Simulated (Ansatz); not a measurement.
Reactions of `C=C1C=CC1=C`.

Computed with Ansatz on PBE0-D4/def2-TZVP structures; ΔE is electronic, products minus reactants. CCSD(T)/CBS is the MP2 limit (def2-TZVPP, def2-QZVPP) plus CCSD(T) − MP2 in def2-TZVPP, frozen cores. This one scheme is used for every species, atoms too. Functionals use def2-TZVPP. Open shells (•) are unrestricted, without spin–orbit coupling. Spin–orbit coupling would lower the free atoms: a little for C.

```csv
reaction,PBE0-D4 (kJ/mol),r2SCAN-D4 (kJ/mol),ωB97M-V (kJ/mol)
`C=C1C=CC1=C` → `CC#CC#CC`,42,28,34
`C=C1C=CC1=C` → `C1=CC2C3C1C23`,27,43,33
`C=C1C=CC1=C` → `C=C1C=CC=C1`,-125,-127,-126
`C=C1C=CC1=C` → benzene,-275,-278,-273
`C=C1C=CC1=C` → `C1=CC2C=CC12`,59,76,56
`C=C1C=CC1=C` → `C12C3C1C1C2C31`,184,221,194
`C=C1C=CC1=C` → `C#CC1C=C1C`,148,147,135
`C=C1C=CC1=C` → 6 C• + 6 H•,5548,5491,5467
```

(1) Give the CCSD(T)/CBS values in the same order. (Estimate.)

Largest T1 diagnostic: 0.013, for `C=C1C=CC1=C`.

Results:

(1) The calculation gave: 32, 45, -127, -266, 61, 217, 141, 5441 kJ/mol.
